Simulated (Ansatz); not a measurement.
## HCN, singlet: the ladder up to full CI

Geometry: a point of a stretch scan, not a stationary point.

```xyz
3

N     0.0000    0.0000    1.0517
C     0.0000    0.0000   -0.0939
H     0.0000    0.0000   -0.9579
```

Basis 6-31G; Ansatz 0.2.0. Correlated methods freeze the noble-gas cores, which leaves 10 electrons in 18 orbitals. Prefix R: restricted or restricted open-shell reference. Active spaces: valence = (10e, 9o) chosen from the atoms' valence shells; pair = (2e, 2o) about the gap.

Full CI is exact within this basis and frozen core; it isn't the basis-set limit.

```
UHF ⟨S²⟩                          : 0.000
T1 diagnostic (RCCSD)             : 0.0125
largest doubles amplitude (RCCSD) : 0.114
```

Question: From what is known of these methods and the diagnostics, rank them by the size of their error in total energy against full CI in 6-31G, smallest first (an estimate: the text doesn't fix the numbers).
A. MRCISD+Q (pair space)
B. NEVPT2 (valence space)
C. BCCD(T)
D. RMP2
E. RCCSD

Answer: C (1.54 mEh), A (4.79 mEh), E (7.93 mEh), D (9.06 mEh), B (15.29 mEh).

All errors are against full CI in 6-31G. Within each family the higher level lies nearer, as is usual though not guaranteed.

The full-CI state has the irrep A1 of C2v, in the program's axes (one component, if the state is degenerate).

Natural occupations of full CI about the gap: 1.984 1.979 1.972 1.922 1.922 0.074 0.074 0.023 0.013 0.010; effectively unpaired electrons, Σ n²(2−n)², 0.09.
